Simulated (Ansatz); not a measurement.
## Barium, bcc: convergence with Gaussian smearing

Computed with Ansatz, PBE, scalar-relativistic PAW, on the relaxed cell (a = 5.025 Å; spin not included). Errors count from a run at 420 eV on a Γ-centred 15×15×15 mesh with Fermi-Dirac smearing of 0.1 eV, extrapolated to zero width. Fixed here: cutoff 420 eV, mesh 9×9×9. The SCF starts from atomic densities corrected by a trained network.

```csv
width (eV),E(σ→0) error (meV/atom),F error (meV/atom),P (GPa),SCF iterations
0.01,1.9,1.8,0.00,6
0.03,1.6,0.8,0.00,6
0.1,0.1,-3.4,-0.01,6
0.2,-0.3,-13.3,-0.01,6
0.3,0.9,-29.9,0.01,6
0.6,17.5,-136.2,0.19,6
1.0,14.5,-415.3,0.47,6
```
